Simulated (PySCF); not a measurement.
Input file for PySCF: R-M06-2X/def2-TZVPPD on CH4 (SMILES C).

```python
from pyscf import gto, dft

mol = gto.M(
    atom='''
    C     0.00069016    0.00000000   -1.99985520
    H    -0.50741740    0.88759452   -2.37290605
    H     1.03052749    0.00000000   -2.35282982
    H    -0.01314396    0.00000000   -0.91190852
    H    -0.50741740   -0.88759452   -2.37290605
    ''',
    basis='def2-tzvppd',
    charge=0, spin=0, verbose=4, max_memory=1800)
mf = dft.RKS(mol, xc='m062x').density_fit(auxbasis='def2-universal-jkfit')
mf.grids.level = 4
mf.conv_tol = 1e-9
mf.max_cycle = 150
mf.kernel()
mf.dip_moment()
```

Q: Give the final energy of this run.

A: -40.5020 hartree.
